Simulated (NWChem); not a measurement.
The numbers come from NWChem runs, not from measurements. System: CHF$_{3}$, charge -1, spin multiplicity 2, at the geometry of a parent with another charge or spin, in a state set for the comparison that need not be this species' ground state. Its SCF solution wasn't tested for a lower state.

Job file:

```
start mol
memory heap 200 mb stack 800 mb global 1000 mb
charge -1
geometry units angstroms nocenter noautoz
  F      0.077835    -0.630672     1.078383
  C     -0.331824     0.026153     0.000000
  F      0.077835    -0.630672    -1.078383
  F      0.224611     1.231370     0.000000
  H     -1.431582     0.112843     0.000000
  symmetry group Cs
end
basis spherical
  * library def2-svpd
end
dft
  xc xpbe96 cpbe96
  odft
  mult 2
  semidirect memsize 60000000 filesize 0
  iterations 100
end
task dft energy
```

The output up to the point where the run's verdict is printed (cleaned and shortened):

```
             Northwest Computational Chemistry Package (NWChem) 7.3.0
             --------------------------------------------------------

                                NWChem Input Module
                                -------------------

 Scaling coordinates for geometry "geometry" by  1.889725989
 (inverse scale =  0.529177249)

 Turning off AUTOSYM since
 SYMMETRY directive was detected!

                             Geometry "geometry" -> ""
                             -------------------------

 Output coordinates in angstroms (scale by  1.889725989 to convert to a.u.)

  No.       Tag          Charge          X              Y              Z
 ---- ---------------- ---------- -------------- -------------- --------------
    1 F                    9.0000     0.07783500    -0.63067200     1.07838300
    2 C                    6.0000    -0.33182400     0.02615300     0.00000000
    3 F                    9.0000     0.07783500    -0.63067200    -1.07838300
    4 F                    9.0000     0.22461100     1.23137000     0.00000000
    5 H                    1.0000    -1.43158200     0.11284300     0.00000000

 Effective nuclear repulsion energy (a.u.)     134.2283782719

            Nuclear Dipole moment (a.u.)
            ----------------------------
        X                 Y               Z
 ---------------- ---------------- ----------------
     0.0000056692    -0.0000094486     0.0000000000

      Symmetry information
      --------------------

 Group name             Cs
 Group number              2
 Group order               2
 No. of unique centers     4

      Symmetry unique atoms

     1    2    4    5


 Summary of "ao basis" -> "" (spherical)
 ------------------------------------------------------------------------------
       Tag                 Description            Shells   Functions and Types
 ---------------- ------------------------------  ------  ---------------------
 *                         def2-svpd                  on all atoms

  pbe96 is a nonlocal functional; adding pw91lda local functional.

                                 NWChem DFT Module
[...]
 d= 0,ls=0.5,diis    75   -337.6133326104 -3.53D-04  1.02D-02  3.81D-04    27.0
                                                     2.69D-05  1.78D-04
 d= 0,ls=0.5,diis    76   -337.6136255404 -2.93D-04  1.01D-02  3.35D-04    27.3
                                                     2.12D-05  1.65D-04
 d= 0,ls=0.5,diis    77   -337.6138716037 -2.46D-04  8.50D-03  3.00D-04    27.7
                                                     9.26D-06  1.56D-04
 d= 0,ls=0.5,diis    78   -337.6140862217 -2.15D-04  9.51D-03  2.55D-04    28.1
                                                     2.92D-05  1.33D-04
 d= 0,ls=0.5,diis    79   -337.6142659389 -1.80D-04  9.19D-03  2.21D-04    28.4
                                                     2.56D-05  1.19D-04
 d= 0,ls=0.5,diis    80   -337.6144198895 -1.54D-04  7.59D-03  1.91D-04    28.7
                                                     1.00D-05  1.04D-04
 d= 0,ls=0.5,diis    81   -337.6145510174 -1.31D-04  6.78D-03  1.59D-04    29.0
                                                     8.61D-06  8.62D-05
 d= 0,ls=0.5,diis    82   -337.6146597447 -1.09D-04  6.00D-03  1.32D-04    29.3
                                                     7.15D-06  7.09D-05
 d= 0,ls=0.5,diis    83   -337.6147472867 -8.75D-05  5.29D-03  1.14D-04    29.7
                                                     3.25D-06  6.20D-05
 d= 0,ls=0.5,diis    84   -337.6148215469 -7.43D-05  4.73D-03  9.60D-05    30.2
                                                     8.91D-06  5.21D-05
 d= 0,ls=0.5,diis    85   -337.6148806218 -5.91D-05  4.44D-03  8.30D-05    30.6
                                                     5.52D-06  4.59D-05
 d= 0,ls=0.5,diis    86   -337.6149308188 -5.02D-05  3.82D-03  7.04D-05    30.9
                                                     4.05D-06  3.93D-05
 d= 0,ls=0.5,diis    87   -337.6149720318 -4.12D-05  3.71D-03  6.07D-05    31.2
                                                     5.26D-06  3.45D-05
 d= 0,ls=0.5,diis    88   -337.6150054780 -3.34D-05  3.27D-03  5.32D-05    31.6
                                                     2.93D-06  3.07D-05
 d= 0,ls=0.5,diis    89   -337.6150339329 -2.85D-05  2.93D-03  4.57D-05    32.0
                                                     3.10D-06  2.67D-05
 d= 0,ls=0.5,diis    90   -337.6150572968 -2.34D-05  2.77D-03  3.95D-05    32.3
                                                     4.12D-06  2.34D-05
 d= 0,ls=0.5,diis    91   -337.6150757209 -1.84D-05  2.46D-03  3.56D-05    32.7
                                                     1.63D-06  2.17D-05
 d= 0,ls=0.5,diis    92   -337.6150920901 -1.64D-05  2.19D-03  3.06D-05    33.0
                                                     2.97D-06  1.88D-05
 d= 0,ls=0.5,diis    93   -337.6151050342 -1.29D-05  1.83D-03  2.71D-05    33.4
                                                     4.66D-06  1.70D-05
 d= 0,ls=0.5,diis    94   -337.6151163553 -1.13D-05  1.37D-03  2.33D-05    33.7
                                                     5.28D-06  1.49D-05
 d= 0,ls=0.5,diis    95   -337.6151272047 -1.08D-05  1.02D-03  1.77D-05    34.1
                                                     5.41D-06  1.11D-05
 d= 0,ls=0.5,diis    96   -337.6151365052 -9.30D-06  8.87D-04  1.27D-05    34.4
                                                     4.36D-06  7.61D-06
 d= 0,ls=0.5,diis    97   -337.6151436265 -7.12D-06  7.94D-04  9.13D-06    34.7
                                                     2.67D-06  5.20D-06
 d= 0,ls=0.5,diis    98   -337.6151490072 -5.38D-06  7.20D-04  6.71D-06    35.0
                                                     1.73D-06  3.66D-06
 d= 0,ls=0.5,diis    99   -337.6151529529 -3.95D-06  6.97D-04  5.31D-06    35.3
                                                     8.23D-07  2.90D-06
 d= 0,ls=0.5,diis   100   -337.6151560697 -3.12D-06  6.39D-04  4.27D-06    35.7
                                                     8.98D-07  2.35D-06
```

Convergence was not reached. The next line reads: Calculation failed to converge. NWChem stopped with the message: dft energy failed.
